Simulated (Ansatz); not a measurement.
[BH2···H···Si], triplet: the ladder up to UCCSDT(Q)

Geometry: a point of a hydrogen-transfer path between rigid fragments, not a stationary point.

```yaml
atoms:
  - { symbol: B, position_ang: [-2.3015, 0.0000, 0.0000] }
  - { symbol: H, position_ang: [-2.8982, 1.0336, 0.0000] }
  - { symbol: H, position_ang: [-2.8982, -1.0336, 0.0000] }
  - { symbol: H, position_ang: [-0.7695, 0.0000, 0.0000] }
  - { symbol: Si, position_ang: [1.1215, 0.0000, 0.0000] }
```

Basis cc-pVTZ; Ansatz 0.2.0. Correlated methods freeze the noble-gas cores, which leaves 10 electrons in 100 orbitals. Prefix R: restricted or restricted open-shell reference; prefix U: unrestricted. Active spaces: pair = (4e, 4o) about the gap; valence = (10e, 11o) chosen from the atoms' valence shells.

Full CI isn't at hand for all of this; UCCSDT(Q) serves as the reference, and is uncertain by about the last step of the cluster series. The frozen core follows each run's orbitals, which can shift R against U totals by a few meV.

For open shells CISD is restricted-active-space CI with the open shells as a complete middle space.

```
UHF ⟨S²⟩                          : 2.026
T1 diagnostic (RCCSD)             : 0.0237
largest doubles amplitude (RCCSD) : 0.080
T1 diagnostic (UCCSD)             : 0.0223
```

| level | E − E(RHF) (eV) |
| --- | --- |
| UHF | -0.1360 |
| RMP2 | -5.0416 |
| UMP2 | -5.0223 |
| RCCSD | -6.1019 |
| UCCSD | -6.1073 |
| RCCSD(T) | -6.3100 |
| UCCSD(T) | -6.3107 |

(1) Estimate how far UCCSDT(Q) in cc-pVTZ lies from RCCSD(T). The table doesn't fix it; the size of (T) and the diagnostics are the guide.

(1) UCCSDT(Q) in cc-pVTZ lies 54 meV below RCCSD(T), which is 26 % of the (T) step (-208 meV). The diagnostics give no warning, yet the rest is a sizeable part of (T). The miss exceeds 1 kcal/mol.

The other levels:

```json
{"level": "CISD", "E − E(UCCSDT(Q)) (meV)": "737", "share of correlation (%)": "88.43", "wall time": "27 s"}
{"level": "BCCD(T)", "E − E(UCCSDT(Q)) (meV)": "54", "share of correlation (%)": "99.15", "wall time": "21 s (H100)"}
{"level": "RCCSDT", "E − E(UCCSDT(Q)) (meV)": "10", "share of correlation (%)": "99.84", "wall time": "–"}
{"level": "UCCSDT", "E − E(UCCSDT(Q)) (meV)": "9", "share of correlation (%)": "99.86", "wall time": "–"}
{"level": "RCCSDT(Q)", "E − E(UCCSDT(Q)) (meV)": "2", "share of correlation (%)": "99.97", "wall time": "33 s (H100)"}
{"level": "CASSCF (pair space)", "E − E(UCCSDT(Q)) (meV)": "5818", "share of correlation (%)": "8.58", "wall time": "–"}
{"level": "NEVPT2 (pair space)", "E − E(UCCSDT(Q)) (meV)": "1356", "share of correlation (%)": "78.70", "wall time": "13 s (H100)"}
{"level": "CASSCF (valence space)", "E − E(UCCSDT(Q)) (meV)": "4319", "share of correlation (%)": "32.13", "wall time": "–"}
{"level": "NEVPT2 (valence space)", "E − E(UCCSDT(Q)) (meV)": "1161", "share of correlation (%)": "81.75", "wall time": "21 s (H100)"}
```

The correlation energy at UCCSDT(Q), counted from RHF, is -6.364 eV. That run took 27 s on 2 threads of AMD EPYC 7R13 with a shared H100 80 GB, shared host.

Times hold each run's SCF and search for its determinant on a shared host, so for small cases they say little of a method's own cost; rows without a card ran on 1 thread of AMD EPYC 7R13.

Natural occupations of CASSCF (valence space) about the gap: 1.978 1.977 1.967 1.944 1.000 1.000 0.058 0.033 0.018 0.017; effectively unpaired electrons, Σ n²(2−n)², 2.04.
